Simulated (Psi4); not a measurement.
# AlH3 (SMILES [AlH3]) at CISD/pcSseg-2

Aim: the energy change on altering one bond length of AlH3 at CISD/pcSseg-2, from 2 runs. 

The results are computed with Psi4 1.11.

3 further runs of the same task are left out: 1 that didn't finish, 2 set aside as unsound or not needed.

## Step 1: The molecule

AlH3 has 4 atoms, charge 0, and is taken as a singlet. SMILES: `[AlH3]`. The coordinates come from a PBE0-D4/def2-TZVP relaxation.

Bond lengths: Al1–H2 1.586 Å, Al1–H3 1.586 Å, Al1–H4 1.586 Å. Angles: H2–Al1–H3 120.0°, H2–Al1–H4 120.0°, H3–Al1–H4 120.0°.

## Step 2: A single-point energy at CISD/pcSseg-2

Contents of calc.inp:

```
memory 1.6 GB

molecule {
  0 1
  Al     0.013700    -0.014800    -0.005100
  H      0.633200     0.670900     1.283600
  H     -1.340800    -0.832000     0.105100
  H      0.749400     0.115700    -1.403900
  no_reorient
  no_com
}

set globals {
  basis       pcSseg-2
  scf_type    pk
  freeze_core true
}

energy('cisd')
```

Command:

```console
$ psi4 -i calc.inp -o calc.out -n 1
```

calc.out, cut to the lines that bear on the results:

```text
[...]
  Running in c1 symmetry.
[...]
  Nuclear repulsion =   13.592190814956911
[...]
  Multiplicity = 1
[...]
  Nalpha       = 8
  Nbeta        = 8
[...]
    Number of basis functions: 85
[...]
   @RHF iter   1:  -243.63694486511196   -6.28685e-01   1.53974e-03 DIIS/ADIIS
[...]
   @RHF iter   8:  -243.64393473764662   -2.21689e-12   1.23536e-09 DIIS
[...]
    Orbital Energies [Eh]
    ---------------------
    Doubly Occupied:
       1A    -58.473762     2A     -4.888895     3A     -3.204793
       4A     -3.201892     5A     -3.201891     6A     -0.568747
       7A     -0.431380     8A     -0.431366
[...]
  @RHF Final Energy:  -243.64393473764662
   => Energetics <=
    Nuclear Repulsion Energy =             13.5921908149569113
    One-Electron Energy =                -365.6667991807576072
    Two-Electron Energy =                 108.4306736281541248
    Total Energy =                       -243.6439347376465889
[...]
 Multipole Moments:
 ------------------------------------------------------------------------------------
     Multipole            Electronic (a.u.)      Nuclear  (a.u.)        Total (a.u.)
 ------------------------------------------------------------------------------------
 L = 1.  Multiply by 2.5417464519 to convert [e a0] to [Debye]
 Dipole X            :         -0.4160835            0.4155508           -0.0005327
 Dipole Y            :          0.4501272           -0.4493769            0.0007504
 Dipole Z            :          0.1539476           -0.1540127           -0.0000651
 Magnitude           :                                                    0.0009225
[...]
      * SCS-MP2 total energy:                 -243.750513509169
[...]
      * MP2 total energy:                     -243.735914013319
[...]
      * CISD total energy:                    -243.754610712560
[...]
```

Wall time 6 s (1 thread of Intel Xeon 6975P-C (Granite Rapids), shared host); peak memory 0.58 GiB.

## Step 3: The distorted shape

Contents of alh3.inp:

```
memory 1.6 GB

molecule {
  0 1
  Al     1.368185     0.802391    -0.115299
  H      1.987685     1.488091     1.173401
  H     -1.340800    -0.832000     0.105100
  H      2.103885     0.932891    -1.514099
  no_reorient
  no_com
}

set globals {
  basis       pcSseg-2
  scf_type    pk
  freeze_core true
}

result, w = energy("cisd", return_wfn=True)
```

Command:

```console
$ psi4 -i alh3.inp -o alh3.out -n 1
```

alh3.out, cut to the lines that bear on the results:

```text
[...]
  Running in c1 symmetry.
[...]
  Nuclear repulsion =   11.290046821553156
[...]
  Multiplicity = 1
[...]
  Nalpha       = 8
  Nbeta        = 8
[...]
    Number of basis functions: 85
[...]
   @RHF iter   1:  -243.47963380772026   -6.40120e-01   1.72163e-03 DIIS/ADIIS
[...]
   @RHF iter   9:  -243.49366468442881   -3.66640e-12   2.17818e-09 DIIS
[...]
    Orbital Energies [Eh]
    ---------------------
    Doubly Occupied:
       1A    -58.570610     2A     -4.978227     3A     -3.293688
       4A     -3.291206     5A     -3.290708     6A     -0.589267
       7A     -0.475961     8A     -0.295320
[...]
  @RHF Final Energy:  -243.49366468442881
   => Energetics <=
    Nuclear Repulsion Energy =             11.2900468215531564
    One-Electron Energy =                -359.9974470341561528
    Two-Electron Energy =                 105.2137355281741691
    Total Energy =                       -243.4936646844288077
[...]
 Multipole Moments:
 ------------------------------------------------------------------------------------
     Multipole            Electronic (a.u.)      Nuclear  (a.u.)        Total (a.u.)
 ------------------------------------------------------------------------------------
 L = 1.  Multiply by 2.5417464519 to convert [e a0] to [Debye]
 Dipole X            :        -37.3278224           38.8096361            1.4818137
 Dipole Y            :        -21.8198453           22.7146309            0.8947855
 Dipole Z            :          3.1570595           -3.2777016           -0.1206422
 Magnitude           :                                                    1.7352140
[...]
      * SCS-MP2 total energy:                 -243.609749248668
[...]
      * MP2 total energy:                     -243.593411269203
[...]
      * CISD total energy:                    -243.622067407170
[...]
```

It took 6.3 s on 1 thread of Intel Xeon 6975P-C (Granite Rapids), shared host; peak memory 0.57 GiB.

## Step 4: Results

At CISD/pcSseg-2, 5 core orbitals frozen:

| quantity | value |
| --- | --- |
| first shape: total energy | -243.75461 Eh |
| first shape: HOMO energy (Hartree–Fock orbitals) | -11.74 eV |
| first shape: LUMO energy (Hartree–Fock orbitals) | 0.68 eV |
| first shape: HOMO–LUMO gap (Hartree–Fock orbitals) | 12.42 eV |
| first shape: correlation energy (5 core orbitals frozen) | -110.7 mEh |
| distorted shape: total energy | -243.62207 Eh |
| distorted shape: HOMO energy (Hartree–Fock orbitals) | -8.04 eV |
| distorted shape: LUMO energy (Hartree–Fock orbitals) | -0.35 eV |
| distorted shape: HOMO–LUMO gap (Hartree–Fock orbitals) | 7.68 eV |
| distorted shape: correlation energy (5 core orbitals frozen) | -128.4 mEh |
| energy change with the Al1–H3 bond stretched from 1.586 to 3.171 Å | 3.607 eV |

**Reading.** One bond (distorted shape) is far stretched, which a spin-restricted single reference describes badly; a broken-symmetry solution may lie lower. With the Al1–H3 bond stretched from 1.586 to 3.171 Å the energy rises by 3.61 eV (348 kJ/mol). The first shape isn't relaxed at this level, so the change isn't measured from a minimum. A restricted reference can't describe the breaking bond well at this length.
